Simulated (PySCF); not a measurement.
## How well do the runs reproduce experiment for cyclopropane?

**Measured values to compare with.**

From NIST CCCBDB Release 22 (SRD 101), experimental polarizabilities, for the gas: mean polarisability 5.64 Å³.

How close the calculation comes is told at the end.

Species: cyclopropane, C3H6.
Atom-mapped SMILES: `[CH2:1]1[CH2:2][CH2:3]1` (hydrogens: H4, H5 on C1; H6, H7 on C2; H8, H9 on C3)

Cartesian coordinates in Å at the PBE0-D3(BJ)/def2-SVP level; atoms count from 1:
```xyz
9
C3H6 angstrom
C     -0.757   -0.463    0.021
C      0.737   -0.466    0.141
C      0.012    0.812   -0.156
H     -1.349   -0.587    0.932
H     -1.205   -0.922   -0.864
H      1.176   -0.593    1.134
H      1.320   -0.928   -0.661
H     -0.050    1.567    0.634
H      0.093    1.232   -1.162
```

The PySCF runs (gas phase, on this PBE0-D3(BJ)/def2-SVP geometry; no spin–orbit coupling):

```json
{"level": "PBE0/def2-SVPD", "job": "6 singlets by full TDDFT, polarisability, dynamic polarisability", "basis functions": "108"}
```

Results beside the measurements:

**Mean polarisability.** Measured: 5.64 Å³ (NIST CCCBDB Release 22 (SRD 101), experimental polarizabilities).

```tsv
level	computed (Å³)	computed − measured (Å³)	% (from the printed values)
PBE0/def2-SVPD	5.29	-0.35	-6
```

The computed values are static and purely electronic, with core orbitals frozen in the response (1 au = 0.148185 Å³). The table of measured values doesn't say here whether a value is static or optical, or holds a vibrational part.

The geometry is computed, not the measured one. Where a level misses, the cause wasn't examined.
